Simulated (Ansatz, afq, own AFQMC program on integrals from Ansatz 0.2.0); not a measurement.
# TiHIClO, quartet in def2-SVP, levels against AFQMC with the constraint released

```
atom    x (Å)    y (Å)    z (Å)
   O  -0.6662   0.9025   0.9261
  Ti  -0.5589  -0.3175  -0.5688
  Cl  -0.9994  -2.4473  -1.1227
   I  -0.0376   2.3917  -1.1641
   H  -1.3361   1.3656   1.4412
```

Connectivity, by distances: OH–Ti(–I)–Cl.

Basis def2-SVP with its core potentials. Noble-gas cores (and the filled d shells of Ga–Kr and In–Xe) are frozen. Ansatz 0.2.0 and our own AFQMC program on the same integrals; the CISD trial comes from CCSD amplitudes, and released means the phaseless constraint is let go. Error bars are statistical, one sigma. No spin–orbit coupling. The metal's outer-core s and p shells are frozen, which shifts wave-function levels against functionals.

Determinant: UHF, the one that the program's search chose, which needn't be the lowest solution. The geometry is a PBE0/def2-SVP stationary point of this or a neighbouring charge and spin state.

No full CI on the walks' own integrals is used here. The released AFQMC energy serves as the reference, which it does only where one determinant dominates, the energy is flat over the last release times and near the phaseless one (40 meV or 2 meV an electron, half that with transition metals). On small molecules, where full CI could be run and the noise was under 10 meV, such values lay within 10 meV of it in 19 cases of 20, a flattering rate, since the rule was set on those same cases; what remains of the bias isn't in the error bar.

Cautions: no spin-orbit coupling; no relativity below Rb; outer-core shells of the metal frozen; inner d shell frozen; higher spins were not checked; the released value is read at 1.20 1/Eh with a noise of 12 meV, more than in the cases checked (meV from the phaseless value at times in 1/Eh: -16 ± 11 at 0.24, -19 ± 9 at 0.48, -25 ± 9 at 0.80, -20 ± 12 at 1.20); released reference can be 30 meV off for metals.

* T1 diagnostic: 0.0254
* weight of the determinant in the CISD state: 0.804
* ⟨S²⟩ of the determinant: 3.773
* size of the correlated space: 25 electrons in 70 orbitals

Reference: AFQMC with the constraint released, correlation energy -13.865 ± 0.012 eV.

```json
{"level": "HF", "E − E(reference) (meV)": "13864.8 ± 12.4", "share of correlation (%)": "0.00"}
{"level": "MP2", "E − E(reference) (meV)": "1327.6 ± 12.4", "share of correlation (%)": "90.43"}
{"level": "CCSD", "E − E(reference) (meV)": "396.4 ± 12.4", "share of correlation (%)": "97.14"}
{"level": "CCSD(T)", "E − E(reference) (meV)": "58.6 ± 12.4", "share of correlation (%)": "99.58"}
{"level": "ph-AFQMC/CISD", "E − E(reference) (meV)": "20.1 ± 14.8", "share of correlation (%)": "99.86"}
```

Released energies are given only where the last usable release times agree within the noise; a slower fall can still hide under it.
